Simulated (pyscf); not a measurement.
Optimised with ωB97X-D3(BJ)/def2-SVP in PySCF.

Problem. For the elementary gas-phase step H₃C–SiH(Cl)–Cl + methyl (CH₃•) -> H₃C–Si•(Cl)–Cl + methane (CH₄) (doublet surface; H–Si broken, C–H formed), what barrier and reaction energy does ωB97M-D3(BJ)/def2-TZVP give, measured from the separated reactants?

Solution. ΔE‡ = 7.3 kcal/mol, ΔE = -15.0 kcal/mol. Zero-point energy shifts the barrier by +0.1 kcal/mol. It is a hydrogen abstraction, with an imaginary mode of 1013i cm⁻¹. One saddle was located; it need not be the lowest between these sides. The angle at the transferred H is 173°.
